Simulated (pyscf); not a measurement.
## Substitution at Ge: H₃Si–SiH₂–GeH₃ + H• → GeH₄ + •H₂Si–SiH₃

Gas phase, doublet surface, charge 0. Bonds broken: Ge1–Si5. Bonds formed: Ge1–H7. Structures and frequencies: ωB97X-D3(BJ)/def2-SVP in PySCF.

Transition state (Å):

```xyz
12

Ge    -0.7707     0.4507    -1.3416
H      0.7646     0.5893    -1.7117
H     -1.0824    -0.9832    -1.8038
H     -1.4335     1.5373    -2.2011
Si    -0.2776     0.8198     1.0331
Si    -0.4005    -1.3210     1.9469
H     -2.1725     0.3893    -0.2638
H      1.0991     1.3905     1.1854
H     -1.2666     1.7552     1.6367
H      0.6273    -2.1819     1.2914
H     -1.7543    -1.8890     1.6848
H     -0.1488    -1.2983     3.4177
```

One imaginary mode, 272i cm⁻¹; descent along it reached the two sides named.

| bond | change | reactant side (Å) | saddle | product side |
|---|---|---|---|---|
| Ge1–Si5 | breaks | 2.369 | 2.453 | 4.1 |
| Ge1–H7 | forms | 3.8 | 1.769 | 1.535 |

Electronic energies relative to the separated reactants (kcal/mol):

```
level                   barrier  reaction energy  reverse barrier
----------------------  -------  ---------------  ---------------
ωB97X-D3(BJ)/def2-TZVP      4.7            -10.7             15.4
PBE/def2-TZVP              -0.1            -15.3             15.1
r²SCAN/def2-TZVP           -1.4            -17.3             15.9
B3LYP-D3(BJ)/def2-TZVP      0.7            -17.3             18.0
PBE0-D3(BJ)/def2-TZVP       1.7            -13.5             15.2
M06-2X/def2-TZVP            3.4            -16.8             20.2
ωB97M-D3(BJ)/def2-TZVP      4.3            -15.7             20.0
HF/def2-TZVP               19.1            -17.3             36.4
```

With ωB97M-D3(BJ)/def2-TZVP energies and thermal terms (ideal gas, 1 atm, RRHO with modes under 100 cm⁻¹ raised to 100, one conformer, R ln 2 for chiral ones without a mode under 150 cm⁻¹), in kcal/mol:

```csv
T (K),ΔH‡,ΔG‡,ΔH,ΔG
298,4.8,12.3,-13.7,-16.0
600,4.1,20.2,-15.2,-17.9
900,3.6,28.4,-16.6,-18.9
1200,3.2,36.7,-17.8,-19.5
```

At PBE, r²SCAN this geometry lies under the reactants; that is no barrier but a single point on another level's saddle; such a level's own saddle, if it has one, lies nearer that side and is low. One saddle was located; it need not be the lowest between these sides. The angle at the attacked Ge is 65° (front-side attack). Elements up to Kr have no core potential and no relativistic terms here.
